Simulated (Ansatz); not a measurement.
HfO2 (P2₁/c, No. 14) was calculated with r²SCAN+rVV10 (plane waves, PAW; Ansatz, a program for electronic structure).

Input file:

Ansatz 0.2 input:
```yaml
crystal:
  lattice:
    - [0.0, 5.0905442906, -0.0031777786]
    - [5.1838872649, 0.0, 0.0]
    - [0.0, -0.8508193663, -5.1911606134]
  atoms:
    - { symbol: Hf, position: [0.7232594745, 0.9585498393, 0.7917394025] }
    - { symbol: Hf, position: [0.2767405255, 0.4585498393, 0.7082605975] }
    - { symbol: Hf, position: [0.2767405255, 0.0414501607, 0.2082605975] }
    - { symbol: Hf, position: [0.7232594745, 0.5414501607, 0.2917394025] }
    - { symbol: O, position: [0.5534667932, 0.2414366515, 0.5194829373] }
    - { symbol: O, position: [0.4465332068, 0.7414366515, 0.9805170627] }
    - { symbol: O, position: [0.4465332068, 0.7585633485, 0.4805170627] }
    - { symbol: O, position: [0.5534667932, 0.2585633485, 0.0194829373] }
    - { symbol: O, position: [0.9261513776, 0.6588120396, 0.6624773264] }
    - { symbol: O, position: [0.0738486224, 0.1588120396, 0.8375226736] }
    - { symbol: O, position: [0.0738486224, 0.3411879604, 0.3375226736] }
    - { symbol: O, position: [0.9261513776, 0.8411879604, 0.1624773264] }
basis:
  ecutwfc: 560
  ecutrho_ratio: 4
  xc_grid: 3
kpoints:
  mp_grid: { grid: [8, 8, 8] }
  band_path:
    path:
      - [0.0, 0.0, 0.0]
      - [0.0, 0.1, 0.0]
      - [0.0, 0.2, 0.0]
      - [0.0, 0.3, 0.0]
      - [0.0, 0.4, 0.0]
      - [0.0, 0.5, 0.0]
      - [0.0, 0.5, 0.1]
      - [0.0, 0.5, 0.2]
      - [0.0, 0.5, 0.3]
      - [0.0, 0.5, 0.4]
      - [0.0, 0.5, 0.5]
      - [0.0, 0.4, 0.5]
      - [0.0, 0.3, 0.5]
      - [0.0, 0.2, 0.5]
      - [0.0, 0.1, 0.5]
      - [0.0, 0.0, 0.5]
      - [0.0, 0.0, 0.4]
      - [0.0, 0.0, 0.3]
      - [0.0, 0.0, 0.2]
      - [0.0, 0.0, 0.1]
      - [-0.071429, 0.0, 0.071429]
      - [-0.142857, 0.0, 0.142857]
      - [-0.214286, 0.0, 0.214286]
      - [-0.285714, 0.0, 0.285714]
      - [-0.357143, 0.0, 0.357143]
      - [-0.428571, 0.0, 0.428571]
      - [-0.5, 0.0, 0.5]
      - [-0.5, 0.1, 0.5]
      - [-0.5, 0.2, 0.5]
      - [-0.5, 0.3, 0.5]
      - [-0.5, 0.4, 0.5]
      - [-0.5, 0.5, 0.5]
      - [-0.428571, 0.5, 0.428571]
      - [-0.357143, 0.5, 0.357143]
      - [-0.285714, 0.5, 0.285714]
      - [-0.214286, 0.5, 0.214286]
      - [-0.142857, 0.5, 0.142857]
      - [-0.071429, 0.5, 0.071429]
      - [-0.1, 0.5, 0.0]
      - [-0.2, 0.5, 0.0]
      - [-0.3, 0.5, 0.0]
      - [-0.4, 0.5, 0.0]
      - [-0.5, 0.5, 0.0]
      - [-0.5, 0.4, 0.0]
      - [-0.5, 0.3, 0.0]
      - [-0.5, 0.2, 0.0]
      - [-0.5, 0.1, 0.0]
      - [-0.5, 0.0, 0.0]
      - [-0.4, 0.0, 0.0]
      - [-0.3, 0.0, 0.0]
      - [-0.2, 0.0, 0.0]
      - [-0.1, 0.0, 0.0]
    npoints: 1
hamiltonian:
  xc: r2scan
  dispersion: rvv10
  pseudopotentials: { kind: paw }
scf:
  occupations: { method: fermi_dirac, width: 0.01 }
  convergence: { dr2_threshold: 0.0000000012 }
output:
  forces: true
  stress: true
  eigenvalues: true
  write_bands: true
```

The run printed, among other lines:

```
Crystal: 12 atoms, lattice volume = 137.003 Å³
Basis set: ecut = 560 eV, 4093 PW (Γ), exchange–correlation on 120×135×135 points (27 copies of the dense FFT grid, shifted against one another)
Bands: 92, of which v1, the nominal top of the filled ones, is band 76 counted from 1 (75 counted from 0)
Symmetry: 4 space group operations
Space group: P21/c (ITA 14), of the structure as read, at distance tolerance 5.2e-5 Å
k-points: 170 of 512
Functional: x = r2scan, c = r2scan + rvv10(b = 11.95, C = 0.0093); τ floored in thin density (d = 2e-4 eV/Å³)
SCF iter   1: F=—  HF=-67492.329426 eV  |F-HF|=—  |Δ(HF+E_count)|=         —  Δρ=9.27e-3  dr2=7.59e-2  dr2_τ=7.82e-1
SCF iter   2: F=—  HF=-67492.548973 eV  |F-HF|=—  |Δ(HF+E_count)|=   2.20e-1  Δρ=5.44e-3  dr2=3.15e-2  dr2_τ=3.89e-3
  ...
SCF iter   9: F=—  HF=-67492.544577 eV  |F-HF|=—  |Δ(HF+E_count)|=   9.37e-8  Δρ=4.39e-6  dr2=2.73e-8  dr2_τ=8.78e-10
SCF iter  10: F=-67492.544577 eV  HF=-67492.544577 eV  |F-HF|=7.13e-10  |Δ(HF+E_count)|=   4.82e-9  Δρ=8.87e-7  dr2=1.05e-9  dr2_τ=4.08e-11
SCF 1 converged in 10 iterations: F = -67492.544577 eV  dr2 = 1.05e-9
SCF converged after 10 iterations
Free energy (F): -67492.544577 eV
Internal energy: -67492.544577 eV  (E = F + TS)
E sigma→0 (E₀):  -67492.544577 eV
Fermi energy:    16.215727 eV
--- Forces (eV/Å), atoms counted from 1 ---
  atom   1  Hf     0.00036203     0.00023430     0.00056739
  atom   2  Hf     0.00036203    -0.00023430    -0.00056739
  atom   3  Hf    -0.00036203    -0.00023430    -0.00056739
  atom   4  Hf    -0.00036203     0.00023430     0.00056739
  atom   5  O     -0.00043525     0.00032116    -0.00011439
  atom   6  O     -0.00043525    -0.00032116     0.00011439
  atom   7  O      0.00043525    -0.00032116     0.00011439
  atom   8  O      0.00043525     0.00032116    -0.00011439
  atom   9  O      0.00020437    -0.00020336    -0.00037709
  atom  10  O      0.00020437     0.00020336     0.00037709
  atom  11  O     -0.00020437     0.00020336     0.00037709
  atom  12  O     -0.00020437    -0.00020336    -0.00037709
--- Stress (GPa, compression-positive) ---
        0.001358       0.000000       0.000000
        0.000000      -0.002332       0.001789
        0.000000       0.001794      -0.005348
  P = ⅓ Tr σ = -0.0021 GPa (-0.021 kbar)
```

The PAW data were made under PBE.

Cost on a shared machine: roughly 5 core-minutes.
